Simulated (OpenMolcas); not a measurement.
**A workflow on BHF2 (SMILES FBF)**

Aim: a series of 17 runs (HF/ANO-S-MB, CASSCF(4,3)/ANO-S-VDZP, SC-NEVPT2(4,3)/ANO-S-VDZP, CASPT2(4,3)/ANO-S-VDZP, MC-PDFT[tPBE](4,3)/ANO-S-VDZP, CASPT2[IPEA 0.5](4,3)/ANO-S-VDZP, MC-PDFT[tOPBE](4,3)/ANO-S-VDZP, CASPT2[IPEA 0](4,3)/ANO-S-VDZP, and more) of BF2H. 

The results are computed with OpenMolcas 26.06.

1 further run of the same task is left out (it didn't finish).

## 1. The molecule

BHF2: 4 atoms, total charge 0, spin state singlet. SMILES: `FBF`. Geometry: relaxed at PBE0-D4/def2-TZVP.

Bond lengths: F1–B2 1.313 Å, B2–F3 1.313 Å, B2–H4 1.191 Å. Angles: F1–B2–F3 118.1°, F1–B2–H4 121.0°, F3–B2–H4 121.0°.

## 2. The energy at HF/ANO-S-MB (run 1)

Input file input.xyz:

```xyz
4

F      1.154300     0.456900    -0.361900
B     -0.001900    -0.031000     0.025200
F     -1.095400     0.528700    -0.438900
H     -0.057000    -0.954600     0.775600
```

Input file step1.inp:

```
* BF2H Hartree-Fock
>>> EXPORT MOLCAS_PRINT=2

&GATEWAY
 Coord = input.xyz
 Basis = ANO-S-MB
 Group = NoSym

&SEWARD

&SCF
 PrOrbitals = 1 2
```

On the command line:

```bash
export MOLCAS_MEM=1860
pymolcas step1.inp > step1.log
```

Log:

```text
--- Start Module: gateway ---
[...]
--- Stop Module: gateway /rc=_RC_ALL_IS_WELL_ ---
--- Start Module: seward ---
[...]
      Basis functions           16
--- Stop Module: seward /rc=_RC_ALL_IS_WELL_ ---
--- Start Module: scf ---
[...]
       Convergence after   8 Iterations
[...]
::    Total SCF energy                               -224.0099008860
[...]
      Total spin, S                                     0.0000000000
[...]
      Total electronic charge=   24.000000
      Total            charge=   -0.000000
[...]
      Dipole Moment (debye):
      Origin of the operator (angstrom)=    0.0208    0.3483   -0.2830
                   X= -4.1194E-02               Y= -6.8286E-01               Z=  5.5490E-01           Total=  8.8086E-01
      Quadrupole Moment (debye*angstrom):
[...]
--- Stop Module: scf /rc=_RC_ALL_IS_WELL_ ---
[...]
```

Run time: 1.8 s. Hardware: 1 thread of Arm Neoverse V1, shared host; peak memory 0.37 GiB.

## 3. The vertical excitations at CASSCF(4,3)/ANO-S-VDZP (2 states averaged) (run 2)

input.xyz is that of step 2.

Input file step2.input:

```
&GATEWAY
 Coord
 input.xyz
 Basis
 ANO-S-MB
 Group
 NoSym

&SEWARD

&RASSCF
 FileOrb
 $CurrDir/step1.ScfOrb
 Alter
 1
 1 9 12
 Spin
 1
 Nactel
 4 0 0
 Inactive
 10
 Ras2
 3
 CIRoot
 2 2 1
 OrbListing
 Nothing
>>> COPY $Project.RunFile RUNFIL1
>>> COPY $Project.RasOrb INPORB

&GATEWAY
 Coord
 input.xyz
 Basis
 ANO-S-VDZP
 Group
 NoSym

&SEWARD
>>> COPY $Project.RunFile RUNFIL2

&EXPBAS

&RASSCF
 FileOrb
 $Project.ExpOrb
 Spin
 1
 Nactel
 4 0 0
 Inactive
 10
 Ras2
 3
 CIRoot
 2 2 1
 OrbListing
 Nothing
 OrbAppear
 Compact
```

On the command line:

```bash
export MOLCAS_MEM=1860
pymolcas step2.input > step2.log
```

Log:

```text
--- Start Module: gateway ---
[...]
--- Stop Module: gateway /rc=_RC_ALL_IS_WELL_ ---
[...]
      Basis functions           16
[...]
      Number of active orbitals                  3
[...]
      Spin quantum number                      0.0
[...]
      Active orbitals                            3
[...]
      Number of CSFs                             6
[...]
      Number of root(s) required                 2
[...]
      Convergence after 10 iterations
[...]
      Natural orbitals and occupation numbers for root  1
      sym 1:   1.990184   1.995177   0.014639
      Natural orbitals and occupation numbers for root  2
      sym 1:   0.998128   2.000000   1.001872
      ************************************************************************************************************************
      *                                                    Final results                                                     *
[...]
::    RASSCF root number  1 Total energy:   -224.01433852
::    RASSCF root number  2 Total energy:   -223.58979840
[...]
      Basis functions           47
[...]
--- Start Module: expbas ---
[...]
--- Start Module: rasscf ---
[...]
      Convergence after 87 iterations
[...]
      Natural orbitals and occupation numbers for root  1
      sym 1:   1.999663   1.996764   0.003573
      Natural orbitals and occupation numbers for root  2
      sym 1:   0.991258   1.997061   1.011681
      ************************************************************************************************************************
      *                                                    Final results                                                     *
[...]
::    RASSCF root number  1 Total energy:   -224.29040661
::    RASSCF root number  2 Total energy:   -223.92898413
[...]
      Total electronic charge=   24.000000
      Total            charge=   -0.000000
[...]
```

Run time: 9.6 s. Hardware: 1 thread of Arm Neoverse V1, shared host; peak memory 0.38 GiB.

Runs 3 to 16 aren't shown in full; the table further down has their settings and results.

## 4. Energy and gradient at CASSCF(4,3)/ANO-S-VDZP (root 2, 2 states averaged) (run 17)

input.xyz is that of step 3.

Input file step17.input:

```
* BF2H CASSCF
>>> EXPORT MOLCAS_PRINT=2

&GATEWAY
 Coord=input.xyz
 Basis=ANO-S-VDZP
 Group=NoSym

&SEWARD

&RASSCF
 FileOrb=$CurrDir/step2.RasOrb
 Spin=1
 Nactel=4 0 0
 Inactive=10
 Ras2=3
 CIRoot=2 2 1
 RlxRoot=2
 OrbListing=Nothing
 OrbAppear=Compact

&ALASKA
```

On the command line:

```bash
export MOLCAS_MEM=1860
pymolcas step17.input > step17.log
```

Log:

```text
--- Start Module: gateway ---
[...]
--- Stop Module: gateway /rc=_RC_ALL_IS_WELL_ ---
[...]
      Basis functions           47
[...]
      Number of active orbitals                  3
[...]
      Spin quantum number                      0.0
[...]
      Active orbitals                            3
[...]
      Number of CSFs                             6
[...]
      Number of root(s) required                 2
[...]
      Convergence after  4 iterations
[...]
      printout of CI-coefficients larger than  0.05 for root  1
      energy=    -224.290407
      conf/sym  111     Coeff  Weight
             1  220   0.99903 0.99807
[...]
      Natural orbitals and occupation numbers for root  1
      sym 1:   1.999663   1.996764   0.003573
      Natural orbitals and occupation numbers for root  2
      sym 1:   0.991267   1.997061   1.011673
      ************************************************************************************************************************
      *                                                    Final results                                                     *
[...]
::    RASSCF root number  1 Total energy:   -224.29040693
::    RASSCF root number  2 Total energy:   -223.92898381
[...]
      Total electronic charge=   24.000000
      Total            charge=   -0.000000
[...]
--- Start Module: mclr ---
[...]
      Dipole Moment (debye):
      Origin of the operator (angstrom)=    0.0208    0.3483   -0.2830
                   X= -1.1304E-01               Y= -1.8770E+00               Z=  1.5455E+00           Total=  2.4340E+00
      Quadrupole Moment (debye*angstrom):
[...]
--- Stop Module: mclr /rc=_RC_ALL_IS_WELL_ ---
--- Start Module: alaska ---
[...]
--- Stop Module: alaska /rc=_RC_ALL_IS_WELL_ ---
[...]
```

It took 5.4 s on 1 thread of Arm Neoverse V1, shared host; peak memory 0.38 GiB.

## 5. All runs side by side

| run | level | task | swaps | partner | energy (Eh) | dipole moment (D) of the reference | wall time |
| --- | --- | --- | --- | --- | --- | --- | --- |
| 1 | HF/ANO-S-MB | energy | – | base | -224.009901 | 0.88 | 1.8 s |
| 2 | CASSCF(4,3)/ANO-S-VDZP (2 states averaged) | excited | 1 | base | -224.290407 | 0.81 | 9.6 s |
| 3 | CASSCF(4,3)/ANO-S-VDZP | optimise | 0 | base | -224.307624 | 1.40 | 27 s |
| 4 | SC-NEVPT2(4,3)/ANO-S-VDZP (pt2 variant QD-SC-NEVPT2, 2 states averaged) | excited | 0 | rattled | -224.762524 | 0.83 | 3.6 s |
| 5 | CASPT2(4,3)/ANO-S-VDZP (ipea shift 0.25 Eh, pt2 variant MS, 2 states averaged) | excited | 0 | base | -224.761762 | 0.81 | 3.3 s |
| 6 | MC-PDFT[tPBE](4,3)/ANO-S-VDZP (2 states averaged) | excited | 0 | base | -225.030795 | – | 3.6 s |
| 7 | CASPT2[IPEA 0.5](4,3)/ANO-S-VDZP (ipea shift 0.5 Eh, pt2 variant XMS, 2 states averaged, sigma2 shift 0.3) | excited | 0 | base | -224.765287 | 0.81 | 3.3 s |
| 8 | MC-PDFT[tOPBE](4,3)/ANO-S-VDZP (2 states averaged) | excited | 0 | base | -225.137312 | 0.81 | 5.1 s |
| 9 | CASSCF(4,3)/ANO-S-VDZP (2 states averaged) | excited | 0 | base | -224.290407 | 0.81 | 2.9 s |
| 10 | CASSCF(4,3)/ANO-S-VDZP (root 2, 2 states averaged) | optimise | 0 | base | -224.029271 | – | 58 s |
| 11 | CASPT2[IPEA 0.5](4,3)/ANO-S-VDZP (ipea shift 0.5 Eh, pt2 variant XDW, real shift 0.2 Eh, 2 states averaged) | excited | 0 | base | -224.766064 | 0.81 | 3.3 s |
| 12 | CASPT2[IPEA 0](4,3)/ANO-S-VDZP (casscf solver Home, ipea shift 0 Eh, pt2 variant MS, 2 states averaged) | excited | 0 | base | -224.762854 | 0.81 | 3.3 s |
| 13 | CASSCF(4,3)/ANO-S-VDZP (valence bond yes) | energy | 0 | base | – | – | 3.9 s |
| 14 | MC-PDFT[tPBE](3,3)/ANO-S-VDZP | energy | 0 | cation | -224.496777 | – | 6.3 s |
| 15 | MRACPF(4,3)/ANO-S-VDZP | excited | 0 | base | -224.772504 | 0.81 | 15 s |
| 16 | PC-NEVPT2(4,3)/ANO-S-VDZP (pt2 variant QD-PC-NEVPT2, 2 states averaged) | excited | 0 | base | -224.762595 | 0.81 | 3.3 s |
| 17 | CASSCF(4,3)/ANO-S-VDZP (root 2, 2 states averaged) | gradient | 0 | base | -223.928984 | – | 5.4 s |

## 6. What came out

```
                                                                         quantity          value
                                 run 17, CASSCF(4,3)/ANO-S-VDZP: energy of root 2  -223.92898 Eh
                         run 17, CASSCF(4,3)/ANO-S-VDZP: largest force on an atom     4.150 eV/Å
run 17, CASSCF(4,3)/ANO-S-VDZP: lowest excitation energy within this active space        9.83 eV
```

In words: In run 1 the basis is minimal, so the values are rough. All runs together took 2.6 min, the longest 58 s. 1 of the 17 runs ended normally but are set aside, since settings or state are in doubt.
